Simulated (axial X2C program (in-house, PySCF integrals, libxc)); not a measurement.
# What spin–orbit coupling does to BH⁻

All values were computed with an in-house all-electron X2C program for linear molecules (integrals from PySCF). Spin-free means the one-electron spin-free X2C Hamiltonian; two-component (2c) means X2C with spin–orbit coupling and atomic mean-field two-electron Coulomb and Gaunt terms, so the difference of the two also holds small scalar two-electron terms. Basis: B dyall-av3z [8s7p3d2f], H dyall-av3z [7s3p2d] (cores contracted in-house); Gaussian nuclei, density fitting, unrestricted open shells. Masses: B 11.009 u, H 1.008 u.

Spin-free state: M_S = 1/2, Λ = 1 (beyond evenly filled blocks: π+α); fragments B + H- for PBE0, MP2, CCSD, CCSD(T), B97-3; B- + H for HF.

```csv
level,Re (Å),ωe (cm⁻¹),De (eV),μ (D)
PBE0,1.258,2147.7,3.199,1.79
HF,1.238,2281.4,n/a,1.90
MP2,1.257,2202.7,3.106,n/a
CCSD,1.255,2165.7,2.872,n/a
CCSD(T),1.258,2144.1,2.957,n/a
B97-3,1.251,2175.8,3.086,1.87
```

Correlated methods: 5 electrons correlated (number of frozen shells: B 1 s; H none), 157 virtual spin orbitals or spinors in MP2, 86 natural virtuals in coupled cluster.

Dipoles are positive if H is the positive end and refer to the centre of mass.

**Question.** Within this multiplet, which Ω should lie lowest by the rule for regular and inverted multiplets?

**Answer.** The open π shell holds one electron, so the multiplet is regular: Ω = Λ − 1/2 = 1/2. The PBE0 2c search agrees, though Ω = 3/2 of the search lies only 0.00 eV higher.

Two-component determinant lowest at the distance of the search:

Ω = 1/2 (⟨Sz⟩ = -0.50, ⟨Lz⟩ = 1.00 at HF); fragments B + H- for PBE0, MP2, CCSD, CCSD(T), B97-3; B- + H for HF.

```json
{"level": "PBE0", "Re (Å)": "1.258", "ωe (cm⁻¹)": "2147.5", "De (eV)": "3.199", "μ (D)": "1.79"}
{"level": "HF", "Re (Å)": "1.238", "ωe (cm⁻¹)": "2281.1", "De (eV)": "n/a", "μ (D)": "1.90"}
{"level": "MP2", "Re (Å)": "1.257", "ωe (cm⁻¹)": "2202.7", "De (eV)": "3.106", "μ (D)": "n/a"}
{"level": "CCSD", "Re (Å)": "1.255", "ωe (cm⁻¹)": "2165.6", "De (eV)": "2.873", "μ (D)": "n/a"}
{"level": "CCSD(T)", "Re (Å)": "1.258", "ωe (cm⁻¹)": "2144.0", "De (eV)": "2.958", "μ (D)": "n/a"}
{"level": "B97-3", "Re (Å)": "1.251", "ωe (cm⁻¹)": "2175.6", "De (eV)": "3.086", "μ (D)": "1.87"}
```

**Question.** From the two tables, how do the constants change at the CCSD(T) level (2c against spin-free)?

**Answer.** At the CCSD(T) level Re is unchanged within 0.001 Å and ωe stays the same within 0.2 cm⁻¹; De changes by 0.001 eV.

Occupations by symmetry block were frozen at the best pattern of an incomplete PBE0 search. De is counted from the lowest determinant-based energies of the atoms at the same level, without counterpoise correction. De is not given where an atomic determinant may have missed its ground term or J level, or where the truncated virtual space spoils (T). Density functionals use the spin component along the axis (collinear). Coupled cluster ran in a truncated set of natural virtual spinors; the MP2 energy of the rest was added. (T) has no such correction and the atoms are truncated less, which lowers De at CCSD(T) by a hundredth of an eV or more. The highest occupied level is positive at some bond lengths even in Hartree–Fock (under at least one Hamiltonian), so the basis set holds the extra electron there; where that holds at Re the anion is at best weakly bound and its constants depend on the basis. In 2c an atomic determinant is not the ground J level, so De misses part of the atomic spin–orbit lowering. This holds for PBE0, B97-3. Without a current term, density functionals place determinants with orbital angular momentum somewhat too high.
